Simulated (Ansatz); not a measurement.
## Zr, hcp: how the functional moves the structure

All rows: Ansatz, plane waves with scalar-relativistic PAW, 420 eV (500 eV for the SCAN forms), relaxed under each functional, no dispersion correction, no zero-point motion. B₀ comes from uniform scaling at fixed shape; a dash is a value not given.

The measured cell (COD entry 9008523) has a = 3.232 Å, c = 5.147 Å (c/a = 1.593), 23.28 Å³/atom.

```csv
functional,V (Å³/atom),cell,B₀ (GPa),magnetic state
PBE,23.38,"a = 3.234 Å, c = 5.162 Å (c/a = 1.596)",93,non-magnetic
r²SCAN,23.49,"a = 3.245 Å, c = 5.149 Å (c/a = 1.587)",95,non-magnetic
PBEsol,22.47,"a = 3.184 Å, c = 5.119 Å (c/a = 1.608)",99,spin not included
LDA,21.78,"a = 3.144 Å, c = 5.089 Å (c/a = 1.619)",104,spin not included
revPBE,23.79,"a = 3.254 Å, c = 5.189 Å (c/a = 1.595)",90,non-magnetic
RPBE,23.95,"a = 3.261 Å, c = 5.200 Å (c/a = 1.595)",89,non-magnetic
BLYP,24.18,"a = 3.267 Å, c = 5.233 Å (c/a = 1.602)",89,spin not included
```

LDA gives the smallest volume and BLYP the largest.
